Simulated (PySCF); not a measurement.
PySCF job for B(F)3 cation (BF3), SMILES FB(F)F (connectivity only; charge and spin as stated), charge +1, multiplicity 2, PBE-D3(BJ)/def2-TZVP. Geometry: PBE-D3(BJ)/def2-TZVP. The spin state was assumed, not searched. The isomer is the one that the SMILES or the coordinates give; other isomers of the formula were not compared.

```python
import numpy as np
from pyscf import gto, scf, dft, df
from pyscf.hessian import thermo

mol = gto.M(
    atom='''
    B    -0.00000000    0.00000000    0.00000000
    F    -1.32639252    0.00000000   -0.00000000
    F     0.66319626   -1.14868962   -0.00000000
    F     0.66319626    1.14868962   -0.00000000
    ''',
    basis='def2-TZVP',
    charge=1,
    spin=1,
    max_memory=1600,
    verbose=3,
)
mf = dft.UKS(mol, xc='pbe').density_fit(auxbasis='def2-universal-jkfit')
mf.disp = 'd3bj'
mf.grids.level = 3
mf.conv_tol = 1e-11
mf.max_cycle = 100
mf.kernel()
fine, coarse = mf.grids, dft.Grids(mol).set(level=1).build(with_non0tab=True)
for _ in range(3):  # follow internal instabilities
    mf.grids = coarse
    mo, _, stable, _ = mf.stability(return_status=True, nroots=4)
    mf.grids = fine
    if stable:
        break
    mf.kernel(mf.make_rdm1(mo, mf.mo_occ))

# [left out here: the lines that compute and print the analytic Hessian (its translational invariance restored by hand, since the grid's response is missing), thermochemistry and intensities]
```

It prints:

```

WARN: HOMO -0.448224857569825 >= LUMO -0.448224857569824

converged SCF energy = -323.856762320339  <S^2> = 0.75203164  2S+1 = 2.0020306
<class 'pyscf.df.df_jk.DFUKS'> wavefunction is stable in the internal stability analysis

WARN: DFTD3 does not support analytical Hessian, using finite difference


WARN: Mole.unit (angstrom) is changed to Bohr

Mode                                 0                   1                   2
Irrep
Freq [cm^-1]                      262.9865            263.1336            543.1267
Reduced mass [au]                  16.9141             16.9143             11.6076
Force const [Dyne/A]                0.6892              0.6900              2.0174
Char temp [K]                     378.3790            378.5907            781.4384
Normal mode                   x     y     z       x     y     z       x     y     z
       0   B                 0.00  0.12 -0.00    0.12 -0.00 -0.00    0.00 -0.00 -0.28
       1   F                 0.00 -0.14  0.00    0.10  0.00  0.00   -0.00  0.00  0.05
       2   F                -0.10  0.04  0.00   -0.08 -0.10  0.00    0.00  0.00  0.05
       3   F                 0.10  0.04  0.00   -0.08  0.10  0.00    0.00 -0.00  0.05
Mode                                 3                   4                   5
Irrep
Freq [cm^-1]                      829.7169           1147.1148           1147.1260
Reduced mass [au]                  18.9984             12.5527             12.5526
Force const [Dyne/A]                7.7060              9.7320              9.7321
Char temp [K]                    1193.7779           1650.4428           1650.4588
Normal mode                   x     y     z       x     y     z       x     y     z
       0   B                -0.00 -0.00  0.00   -0.03  0.25 -0.00   -0.25 -0.03 -0.00
       1   F                 0.13 -0.00 -0.00    0.01  0.01  0.00    0.11 -0.00  0.00
       2   F                -0.07  0.11 -0.00    0.05 -0.08  0.00    0.01 -0.04  0.00
       3   F                -0.07 -0.11 -0.00   -0.05 -0.07  0.00    0.02  0.06  0.00
temperature 298.1500 [K]
pressure 101325.00 [Pa]
Rotational constants [GHz] 10.08010 10.08010 5.04005
Symmetry number 6
Zero-point energy (ZPE) 0.00955 [Eh]   25080.933 [J/mol]
                           tot       elec      trans        rot        vib
Entropy [J/mol/K]       269.701      5.763    161.334     85.330     17.274
Cv [J/mol/K]             48.888      0.000     12.472     12.472     23.945
Cp [J/mol/K]             57.203      0.000     20.786     12.472     23.945
Internal energy [J/mol]                      3718.434   3718.434  28343.265
Internal energy [Eh]   -323.84313  -323.85676
Enthalpy [J/mol]                             6197.391   3718.434  28343.265
Enthalpy [Eh]          -323.84219
Gibbs free energy [J/mol]                  -41904.471 -21722.591  23193.004
Gibbs free energy [Eh] -323.87282
mode   freq/cm-1   IR/(km/mol)
   1      262.99         0.247
   2      263.13         0.247
   3      543.13        92.017
   4      829.72         0.000
   5     1147.11         4.558
   6     1147.13         4.558
max |gradient| / (hartree/bohr): 0.00030405573315787145
APT charges: [0.3588 0.2138 0.2137 0.2137]
```

The run converged.

Cost: very roughly 40 core-seconds.
